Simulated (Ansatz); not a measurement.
Basis-set extrapolation for `[BH3-][OH2+]` (PBE0-D4/def2-TZVP geometry, frozen core, Ansatz 0.2.0). Multiplicity 1, RHF reference.

```json
{"": "HF", "def2-TZVPP": "-102.472721", "def2-QZVPP": "-102.477945"}
{"": "MP2 correlation", "def2-TZVPP": "-0.390213", "def2-QZVPP": "-0.418004"}
{"": "CCSD(T) correlation", "def2-TZVPP": "-0.427438", "def2-QZVPP": "-0.452221"}
```

Energies in hartree. Use E(X) = E(∞) + A·exp(−7.88·√X) for Hartree–Fock and E(X) = E(∞) + B·X^(−2.97) for correlation, with X = 3 and 4.

**Question.** What is the CCSD(T) energy at the basis-set limit?

**Answer.** HF limit: -102.477945 + (-0.005224) × 0.13774 = -102.47866. Correlation limit: -0.452221 + (-0.024783) × 0.74074 = -0.47058. Total: -102.94924 hartree, 128.9 kJ/mol below CCSD(T)/def2-TZVPP.
